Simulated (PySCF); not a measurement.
Difluoromethane, CH2F2, SMILES FCF at its B3LYP/def2-SVP optimised geometry (Å):

```
5

F     -0.7719     0.9504     0.0000
C     -0.3331    -0.3286     0.0000
F     -0.7720    -0.9504     1.1179
H      0.7720    -0.3286     0.0000
H     -0.7427    -0.8487    -0.8850
```

Method: B3LYP/def2-TZVP (PySCF). Cells within 0.4 Å of a nucleus heavier than hydrogen are left out (blank, or x).

Map of the electron localisation function on the plane z = 0.0 Å:

```
|000000000000000000000000000|
|000000000000000000000000000|
|000000000000000000000000000|
|000000000111110000000000000|
|000000112333321000000000000|
|000001234566543100000000000|
|000012467778764200000000000|
|000124678888875100000000000|
|000135788xxx874100000000000|
|00013678xxxx862000000000000|
|000135788xx7741001344200000|
|000013567788632257898720000|
|000001235687546899999961000|
|00000001244xx49999999982000|
|0000000123xxxx9999999982000|
|0000000134xxxx9999999982000|
|00000001354xx48999999971000|
|000000002354346899999950000|
|000000001123223578999720000|
|000000000011111135676300000|
|000000000000000001221000000|
|000000000000000000000000000|
|000000000000000000000000000|
|000000000000000000000000000|
|000000000000000000000000000|
|000000000000000000000000000|
|000000000000000000000000000|
```
Scale: ten equal steps from 0.000 (start of '0') to 1.000 (end of '9'), in the order '0123456789'; x runs from -3.00 to 3.00, y from -3.00 (bottom) to 3.00 (top).
